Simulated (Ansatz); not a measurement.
`BBC` + H₂O → `BBO` + CH₄  (formal hydrolysis of a B–C bond)

Calculated with Ansatz (gas phase, PBE0-D4/def2-TZVP geometries, no zero-point term in ΔE). CCSD(T)/CBS is the MP2 limit (def2-TZVPP, def2-QZVPP) plus CCSD(T) − MP2 in def2-TZVPP, frozen cores. This one scheme is used for every species. DFT in def2-TZVPP. B3LYP here is the variant with VWN-RPA as its local correlation; programs differ in this. Each species was taken in one conformer, which may not be the lowest.

| level | ΔE (eV) |
| --- | --- |
| BLYP-D4 | -1.35 |
| r2SCAN-D4 | -1.30 |
| B97M-V | -1.31 |
| CAM-B3LYP-D4 | -1.38 |
| revPBE | -1.28 |
| B3LYP | -1.37 |
| r2SCANh | -1.31 |
| CCSD(T)/def2-SVP | -1.61 |

**Question.** What does CCSD(T)/CBS give? (Estimate.)

**Answer.** The calculation gave: -1.29 eV. The listed levels differ from it by -0.06, -0.01, -0.02, -0.09, 0.01, -0.08, -0.02, -0.32 eV.

**Question.** What do rigid-rotor, harmonic-oscillator terms from PBE0-D4/def2-TZVP frequencies (298.15 K, 1 bar) make of the CCSD(T)/CBS value? (Best estimate.)

**Answer.** Computed: ΔZPE = +0.08 eV, ΔH = -1.24 eV, ΔS = -25 J/(mol·K), ΔG = -1.16 eV.

Largest T1 diagnostic among the species: 0.013.

In def2-TZVPP, CCSD(T) changes the Hartree–Fock value by +0.08 eV (the triples alone add −0.00 eV) and MP2 by +0.08 eV. At CCSD(T), def2-SVP lies −0.32 eV from the extrapolated value and def2-TZVPP −0.06 eV. Leaving LDA and LC-ωPBE aside and taking each functional with its dispersion term where it has one, the values, not all of them listed here, spread over 0.13 eV, from CAM-B3LYP-D4 to revPBE-D4.
